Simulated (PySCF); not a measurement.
Computed NMR parameters against published values

Molfile (atoms numbered from 1):
```
H8Si3
     RDKit          3D

 11 10  0  0  0  0  0  0  0  0999 V2000
    1.8139    0.7403   -0.0457 Si  0  0  0  0  0  4  0  0  0  0  0  0
    0.1960   -0.9463   -0.1130 Si  0  0  0  0  0  4  0  0  0  0  0  0
   -1.9493   -0.0485    0.1246 Si  0  0  0  0  0  4  0  0  0  0  0  0
    3.1827    0.1761   -0.1907 H   0  0  0  0  0  0  0  0  0  0  0  0
    1.5774    1.7090   -1.1498 H   0  0  0  0  0  0  0  0  0  0  0  0
    1.7325    1.4689    1.2489 H   0  0  0  0  0  0  0  0  0  0  0  0
    0.4484   -1.9222    0.9848 H   0  0  0  0  0  0  0  0  0  0  0  0
    0.2930   -1.6740   -1.4100 H   0  0  0  0  0  0  0  0  0  0  0  0
   -2.2157    0.9232   -0.9699 H   0  0  0  0  0  0  0  0  0  0  0  0
   -2.0536    0.6642    1.4264 H   0  0  0  0  0  0  0  0  0  0  0  0
   -2.9856   -1.1147    0.0795 H   0  0  0  0  0  0  0  0  0  0  0  0
  1  2  1  0
  2  3  1  0
  1  4  1  0
  1  5  1  0
  1  6  1  0
  2  7  1  0
  2  8  1  0
  3  9  1  0
  3 10  1  0
  3 11  1  0
M  END
```

Computed data (PySCF 2.14.0 with density-fitted response routines): shieldings: GIAO B97-2/pcSseg-2, PBE0-D3(BJ)/def2-TZVP structure. Equivalent nuclei averaged, one computed conformer, relativity neglected, no solvent model.

Reference values: measured (C. Corminboeuf, T. Heine, J. Weber, Chem. Phys. Lett. 357 (2002) 1).
| atoms | quantity | reference | computed | computed, scaled |
| --- | --- | --- | --- | --- |
| Si1/Si3 | δ ²⁹Si vs TMS | -98.0 | -104.5 | -100.5 |
| Si2 | δ ²⁹Si vs TMS | -115.7 | -118.1 | -112.1 |

Computed shifts are σ(ref) − σ with the named reference compound (TMS for H and C) calculated as an isolated molecule at the same level. The measured values may be among those fitted. Shieldings were converted by a linear fit to measured shifts: ²⁹Si: δ = 285.25 − 0.852σ (rms 5.7 ppm, 39 shifts, 29.0 ppm with the 5 outliers that the fit left out vs TMS, solution or neat liquid). Occasional misses reach two or three times the rms, and more in compound classes unlike the fitted ones.

How far are the unscaled ²⁹Si shifts from the references?

Answers

Mean signed difference -4.45 ppm, mean absolute 4.45 ppm over 2 comparisons; the largest is -6.5 ppm at Si1/Si3 (silicon bonded to Si, 3 H).
